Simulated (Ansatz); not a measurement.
A calculation on hcp Ti returned lattice constant a 2.924 Å, lattice parameter c 4.643 Å.

For reference: lattice constant a 2.950 Å (measured, 293 K, not corrected to a static lattice; as tabulated in Wikipedia's data pages); lattice parameter c 4.683 Å (measured, 293 K, no zero-point or thermal correction; as tabulated in Wikipedia's data pages).

Question: Which level of theory produced these numbers?
A. HSE06 (Ansatz, a program for electronic structure)
B. PBE-D3(BJ) (Ansatz)
C. Hartree–Fock (Ansatz)
D. PBEsol (Ansatz)

Answer: A, HSE06 (Ansatz)

The others give: Hartree–Fock 2.981 Å, 4.707 Å; PBE-D3(BJ) 2.887 Å, 4.577 Å; PBEsol 2.901 Å, 4.590 Å.

Unless a cell is named, each level is at its own relaxed cell (Hartree–Fock 18.11, HSE06 17.19, PBE-D3(BJ) 16.52, PBEsol 16.73 Å³/atom).

The crystal itself was run without spin with Hartree–Fock, PBE-D3(BJ), PBEsol, HSE06; a magnetic state was not tried in these runs.

Ansatz's density-functional and Hartree–Fock values are scalar-relativistic unless marked +SOC, with PAW data made under PBE.
